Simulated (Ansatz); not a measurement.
Polycrystal shear modulus (GPa) of solids drawn from the class of elemental solids other than molecular ones, at two levels: LDA in Ansatz (plane waves, PAW), and PBEsol (plane waves, PAW; Ansatz, a program for electronic structure).

```csv
solid,LDA,PBEsol,shift (%)
fcc Cu,66.3,61.9,-6.6
fcc Sr,6.81,6.57,-3.5
fcc Al,26.9,27.0,+0.4
fcc Ag,41.3,37.0,-10.4
hcp Tl,6.25,5.99,-4.2
hcp Hf,53.2,57.1,+7.3
hcp Mg,22.2,21.2,-4.5
bcc Fe,121,107,-11.6
bcc Li,4.94,5.03,+1.8
fcc Rh,184,175,-4.9
```

The shifts run from -11.6 % to +7.3 %, with a median of -4.3 %.

Over all 10 rows PBEsol is the larger in 3.

Ansatz's runs of these crystals have no spin polarisation, but for bcc Fe.

Density-functional runs with spin start from parallel moments for bcc Fe.

Spin–orbit coupling is left out, also for the solids with elements from indium on (hcp Tl, hcp Hf); its size isn't shown.

Each level is taken at its own relaxed cell. Ansatz's density-functional and Hartree–Fock values are scalar-relativistic unless marked +SOC, with PAW data made under PBE.
